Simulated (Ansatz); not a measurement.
Complex (SMILES): F (HF) with F (HF), atoms 1 to 2 the first; geometry from NCB31 set, monomers rigid:
```xyz
4

F      1.3237    -0.0902     0.0000
H      1.7404     0.7334     0.0000
F     -1.4572     0.0193     0.0000
H     -0.5393    -0.0947     0.0001
```

Interaction energy at PBE0 with Ansatz (an electronic-structure program), kcal/mol, without and with the counterpoise correction (monomers among the partner's ghost functions). All functions are spherical. The program fits the integrals of some runs and decomposes those of others, by size. No added dispersion term, no relativity. Reference, counterpoise-corrected: the value in aug-cc-pV5Z, -4.65.

```csv
basis,functions,uncorrected
6-31G,22,-8.80
3-21G,22,-12.77
def2-SVP,38,-7.71
aug-cc-pVDZ,64,-4.76
"6-311++G(3df,3pd)",114,-5.03
aug-cc-pVTZ,138,-4.66
pcseg-3,186,-4.67
cc-pV5Z,292,-4.78
```

Question: How large is the counterpoise correction in each set?

Answer: 6-31G 2.30, 3-21G 6.46, def2-SVP 2.50, aug-cc-pVDZ 0.20, 6-311++G(3df,3pd) 0.42, aug-cc-pVTZ 0.08, pcseg-3 0.03, cc-pV5Z 0.11 kcal/mol. The corrected value lies nearer the reference in 7 of 8 rows.
